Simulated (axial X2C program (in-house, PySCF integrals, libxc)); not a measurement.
What spin–orbit coupling does to Cl₂⁻

Calculated with an in-house relativistic program for diatomic molecules. Spin-free means the one-electron spin-free X2C Hamiltonian; two-component (2c) means X2C with spin–orbit coupling and atomic mean-field two-electron Coulomb and Gaunt terms, so the difference of the two also holds small scalar two-electron terms. Basis: Cl dyall-av3z [9s8p3d2f] (cores contracted in-house); Gaussian nuclei, density fitting, unrestricted open shells. Masses: Cl 34.969 u.

Spin-free state: M_S = 1/2, Λ = 0 (beyond evenly filled blocks: σα); fragments Cl- + Cl.

```tsv
level	Re (Å)	ωe (cm⁻¹)	De (eV)
PBE0	2.630	227.9	1.535
HF	2.640	250.0	0.568
MP2	2.568	269.5	1.294
PW91	2.692	198.4	1.780
```

Correlated methods: 15 electrons correlated (number of frozen shells: Cl 2 s, 1 p), 193 virtual spin orbitals or spinors in MP2.

Two-component determinant lowest at the distance of the search:

Ω = 1/2 (⟨Sz⟩ = 0.50, ⟨Lz⟩ = 0.00 at HF); fragments Cl- + Cl.

| level | Re (Å) | ωe (cm⁻¹) | De (eV) |
| --- | --- | --- | --- |
| PBE0 | 2.631 | 227.6 | 1.531 |
| HF | 2.641 | 249.7 | 0.509 |
| MP2 | 2.569 | 269.3 | 1.259 |
| PW91 | 2.693 | 198.0 | 1.777 |

Q: From the two tables, how do the constants change at the MP2 level (2c against spin-free)?

A: At the MP2 level Re is unchanged within 0.001 Å and ωe doesn't move by more than 0.2 cm⁻¹; De changes by -0.035 eV.

The state is a single determinant with fixed occupations, the lowest that a limited PBE0 search found. Dissociation energies refer to the lowest single-determinant-based atoms at the same level and basis. Density functionals use the spin component along the axis (collinear). The 2c atoms are single determinants rather than J levels; their spin–orbit lowering is only partly caught, and De is too large by that part. This holds for PBE0, PW91. The functionals have no current-density term, which raises determinants with orbital currents, atoms included. The highest occupied level of some functionals is positive through self-interaction error; at Hartree–Fock it is bound. Hartree–Fock gets electron affinities wrong, so its lowest charge split need not be the true one.
